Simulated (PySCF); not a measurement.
**cyclopropyl methyl ether, C4H8O**

Molfile (atoms numbered from 1):
```
C4H8O
     RDKit          3D

 13 13  0  0  0  0  0  0  0  0999 V2000
    1.7227   -0.7038   -0.6115 C   0  0  0  0  0  0  0  0  0  0  0  0
    0.3548   -0.6262   -0.9221 O   0  0  0  0  0  0  0  0  0  0  0  0
   -0.4233   -0.3726    0.1952 C   0  0  0  0  0  0  0  0  0  0  0  0
   -1.7028    0.3389   -0.0344 C   0  0  0  0  0  0  0  0  0  0  0  0
   -0.5710    1.0384    0.6736 C   0  0  0  0  0  0  0  0  0  0  0  0
    1.9287   -1.5227    0.0907 H   0  0  0  0  0  0  0  0  0  0  0  0
    2.0873    0.2321   -0.1698 H   0  0  0  0  0  0  0  0  0  0  0  0
    2.2572   -0.8944   -1.5421 H   0  0  0  0  0  0  0  0  0  0  0  0
   -0.3999   -1.1611    0.9474 H   0  0  0  0  0  0  0  0  0  0  0  0
   -1.9025    0.6419   -1.0542 H   0  0  0  0  0  0  0  0  0  0  0  0
   -2.5723    0.0382    0.5356 H   0  0  0  0  0  0  0  0  0  0  0  0
   -0.6517    1.2247    1.7372 H   0  0  0  0  0  0  0  0  0  0  0  0
   -0.0425    1.7993    0.1126 H   0  0  0  0  0  0  0  0  0  0  0  0
  1  2  1  0
  2  3  1  0
  3  4  1  0
  4  5  1  0
  5  3  1  0
  1  6  1  0
  1  7  1  0
  1  8  1  0
  3  9  1  0
  4 10  1  0
  4 11  1  0
  5 12  1  0
  5 13  1  0
M  END
```

Computed, not measured: quadratic response CAM-B3LYP/def2-TZVPD first hyperpolarisability, Taylor convention, gas phase (PySCF 2.14.0). Geometry: PBE0-D3(BJ)/def2-TZVP.

**Question.** Give the tensor of the second harmonic β(−2ω;ω,ω) at 1064 nm in the axes of these coordinates.

**Answer.** In au, Taylor convention; rows are the first index (the induced dipole):
|  | xx | yy | zz | xy | xz | yz |
| --- | --- | --- | --- | --- | --- | --- |
| x | -23.5 | -14.6 | +7.8 | -2.3 | -17.7 | +4.2 |
| y | -1.8 | -19.0 | +1.3 | -14.9 | +4.4 | -41.3 |
| z | -17.5 | -41.2 | -42.2 | +4.4 | +7.9 | +1.3 |

Norm of βᵢ = ⅓ Σⱼ (βᵢⱼⱼ + βⱼᵢⱼ + βⱼⱼᵢ): 107.4 au, hyper-Rayleigh value 42.5 au.
